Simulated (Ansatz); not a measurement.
What a trial cell of CdAu2 relaxes into

All numbers below come from DFT PBE, scalar-relativistic, plane waves, PAW (Ansatz). Cutoff 420 eV, Γ-centred k mesh, Gaussian smearing, no spin polarisation in the final step.

CdAu2 was placed on the AlB2 structure type (P6/mmm, No. 191), with Cd in place of Al, Au in place of B, at a guessed volume.

```
Cd Au
1.0
     3.93343    0.00000    0.00000
    -1.96671    3.40645    0.00000
     0.00000    0.00000    4.24706
Cd Au
1 2
Direct
  0.00000 0.00000 0.00000
  0.33333 0.66667 0.50000
  0.66667 0.33333 0.50000
```

Cell and atoms relax at zero pressure; the relaxation can't lower the symmetry of the start. After a coarse first stage the cell is made exact in the group found at 0.06 Å.

Formation energies are uncorrected and refer to the elements' standard structures at the same level.

Q: What does it relax into?

A: It keeps P6/mmm (No. 191), but not the shape of the type it started on. Conventional cell: a = 4.785 Å, c = 2.911 Å. Cd is coordinated by 2 Cd at 2.91 Å and 12 Au at 3.12 Å; around Au lie 5 Au at 2.76–2.91 Å and 6 Cd at 3.12 Å.

```cif
data_structure
_symmetry_space_group_name_H-M 'P6/mmm'
_symmetry_Int_Tables_number 191
_cell_length_a 4.7853
_cell_length_b 4.7853
_cell_length_c 2.9108
_cell_angle_alpha 90.000
_cell_angle_beta 90.000
_cell_angle_gamma 120.000
_cell_volume 57.72
loop_
_atom_site_label
_atom_site_type_symbol
_atom_site_symmetry_multiplicity
_atom_site_Wyckoff_symbol
_atom_site_fract_x
_atom_site_fract_y
_atom_site_fract_z
_atom_site_occupancy
Cd1 Cd 1 a 0.00000 0.00000 0.00000 1
Au1 Au 2 d 0.33333 0.66667 0.50000 1
```

Q: What are its volume, energy, density and gap?

A: The volume per atom is 19.24 Å³. The density is 14.57 g/cm³, the energy over the elements is -0.10 eV/atom and the gap on the 12×12×16 mesh is 0 eV (a metal).

The final run used a 12×12×16 mesh on its 3-atom cell and 0.10 eV smearing. The k mesh leaves about 4 meV/atom of noise in metals. Spin–orbit coupling is left out. A structure relaxed within its symmetry needn't be a true minimum.

Cost: 4 runs of about 2.1 core-minutes in all, on Intel Xeon Platinum 8375C (Ice Lake) (shared hosts).